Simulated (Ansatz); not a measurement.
# C2H4 (triplet): small, medium and large basis sets

One table from this session's results is given with a row withheld; the runs are named, their logs left out.

The runs use Ansatz 0.2.0, Gaussian basis; one geometry, several basis sets.

Plan: PBE0-D4/def2-SVP; ωB97M-V/def2-SVP; PBE0-D4/def2-QZVPP; ωB97M-V/def2-QZVPP; CCSD(T)/cc-pV(D+d)Z; CCSD(T)/cc-pV(T+d)Z; CCSD(T)/cc-pV(Q+d)Z; the functionals' def2-TZVPP values are taken from earlier runs.

## Structure used throughout

An earlier PBE0-D4 in a triple-zeta def2 set relaxation fixed the geometry.

SMILES `[CH2][CH2]`, 6 atoms, charge 0, spin multiplicity 3.

Atoms are counted from 1 here; the program's logs count them from 0.

Bond lengths: C1–C2 1.441 Å, C1–H3 1.087 Å, C1–H4 1.087 Å, C2–H5 1.087 Å, C2–H6 1.087 Å. Angles: C2–C1–H3 121.7°, C2–C1–H4 121.7°, H3–C1–H4 116.6°, C1–C2–H5 121.7°, C1–C2–H6 121.7°, H5–C2–H6 116.6°.

Set-up of the first run:

in.yaml

```yaml
crystal:
  periodic: [false, false, false]
  atoms:
    - {symbol: C, position_ang: [-0.167148, -0.694392, -0.095369]}
    - {symbol: C, position_ang: [0.167150, 0.694391, 0.095374]}
    - {symbol: H, position_ang: [-1.193807, -1.020308, -0.241645]}
    - {symbol: H, position_ang: [0.594330, -1.470131, -0.100409]}
    - {symbol: H, position_ang: [0.397551, 1.347173, -0.742742]}
    - {symbol: H, position_ang: [0.201933, 1.143266, 1.084791]}
basis:
  gaussian: {orbitals: def2-SVP}
magnetization: {spin_polarized: true, initial_magnetization: 2}
hamiltonian: {xc: pbe0, dispersion: d4}
output: {orbitals: {seedname: orbitals}}
```

The run is started by

```
$ ansatz run in.yaml --threads 4 --pin off --events-out ev --progress --plain --max-ram 10444MiB
```

Among the steps run: PBE0-D4 in def2-SVP; ωB97M-V in def2-SVP; PBE0-D4 in def2-QZVPP; ωB97M-V in def2-QZVPP.

One of the session's tables, all rows but one given; the rest of the session is left out.

It belongs to the step «Density functionals: the series». 

| functional | basis | HOMO (eV) |
| --- | --- | --- |
| PBE0-D4 | def2-SVP | -6.18 |
| PBE0-D4 | def2-TZVPP | -6.26 |
| PBE0-D4 | def2-QZVPP | -6.28 |
| ωB97M-V | def2-SVP | -8.23 |
| ωB97M-V | def2-TZVPP | -8.33 |
| ωB97M-V | def2-QZVPP | ? |

Q: Estimate the row for ωB97M-V, def2-QZVPP from the others.

The run gave: HOMO (eV): -8.35. In the column «HOMO (eV)» it is the lowest.
